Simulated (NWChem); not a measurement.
**MP2/6-31G(d) (spherical functions, tol2e 1e-10) run of C2H3N (SMILES C#CN)**

Aim: the vertical ionisation energy of C2H3N at MP2/6-31G* (spherical functions, tol2e 1e-10), from 2 runs. 

Program for the calculation: NWChem 7.3.0.

4 further runs of the same task are left out: 3 that didn't finish, 1 set aside as unsound or not needed.

### 1 The system as given

The species is C2H3N (6 atoms), meant as a singlet with charge 0. SMILES: `C#CN`. The shape is that of a PBE0-D4/def2-TZVP optimisation.

Bond lengths: C1–C2 1.202 Å, C2–N3 1.344 Å, C1–H4 1.063 Å, N3–H5 1.009 Å, N3–H6 1.009 Å. Angles: C1–C2–N3 177.2°, C2–C1–H4 179.7°, C2–N3–H5 115.0°, C2–N3–H6 115.0°, H5–N3–H6 112.2°.

### 2 A single-point energy at MP2/6-31G(d) (spherical functions, tol2e 1e-10)

File test.nw:

```
start test
title "C2H3N mp2"
memory 2200 mb
charge 0
geometry units angstroms noautosym nocenter noautoz
  C       -1.168700      -0.477700      -0.707000
  C       -0.183100      -0.153000      -0.100700
  N        0.923600       0.147300       0.599600
  H       -2.040400      -0.760400      -1.244800
  H        1.728200       0.390500       0.041600
  H        0.782500       0.789200       1.365100
end
basis spherical bse
  * library 6-31G*
end
scf
  thresh 1e-08
  maxiter 80
  tol2e 1e-10
  noprint "final vectors analysis"
end
mp2
  freeze core 3
end
task mp2 energy
```

On the command line:

```sh
$ nwchem test.nw > test.out
```

Log:

```text
[...]
  functions       =    48
[...]
  wavefunction    = RHF
[...]
         Total SCF energy =   -131.844011972815
      One-electron energy =   -295.805752872884
      Two-electron energy =    104.278308105264
 Nuclear repulsion energy =     59.683432794805
        Time for solution =      1.8s
[...]
          Total MP2 energy          -132.247436927335
[...]
```

It took 2.6 s on 1 thread of AMD EPYC 9R45 (Zen 5), shared host; peak memory 0.11 GiB.

### 3 The doublet cation at the same level

File struct.nw:

```
start struct
memory total 2200 mb
charge 1
geometry noautosym nocenter noautoz
   C     -1.168700    -0.477700    -0.707000
   C     -0.183100    -0.153000    -0.100700
   N      0.923600     0.147300     0.599600
   H     -2.040400    -0.760400    -1.244800
   H      1.728200     0.390500     0.041600
   H      0.782500     0.789200     1.365100
end
basis spherical bse
   * library 6-31G*
end
scf
   doublet
   uhf
   thresh 1e-08
   maxiter 80
   tol2e 1e-10
   print low
end
mp2
   freeze core 3
end
task mp2
```

On the command line:

```sh
$ nwchem struct.nw > struct.out
```

Log:

```text
[...]
  functions       =    48
[...]
  wavefunction    = UHF
[...]
         Total SCF energy =   -131.555502876361
      One electron energy =   -289.031461532301
      Two electron energy =     97.792525861135
 Nuclear repulsion energy =     59.683432794805
                       Sz =      0.5000
                 Sz(Sz+1) =      0.7500
                      S^2 =      0.8555
[...]
          Total MP2 energy          -131.920615587603
[...]
```

It took 5.4 s on 1 thread of AMD EPYC 9R45 (Zen 5), shared host; peak memory 0.11 GiB.

### 4 Results

Level: MP2/6-31G* (spherical functions, tol2e 1e-10), 3 core orbitals frozen.

```
                                                   quantity          value
                                singlet C2H3N: total energy  -132.24744 Eh
 singlet C2H3N: correlation energy (3 core orbitals frozen)     -403.4 mEh
                               doublet cation: total energy  -131.92062 Eh
doublet cation: correlation energy (3 core orbitals frozen)     -365.1 mEh
          doublet cation: ⟨S²⟩ of the reference determinant          0.856
         vertical ionisation energy (to the doublet cation)       8.893 eV
```

The vertical ionisation energy comes to 8.89 eV (205 kcal/mol). Mulliken charges (singlet C2H3N) run from -0.98 on N3 to +0.39 on H5. ⟨S²⟩ (doublet cation) is 0.86 where a pure doublet has 0.75: the reference is spin-contaminated.
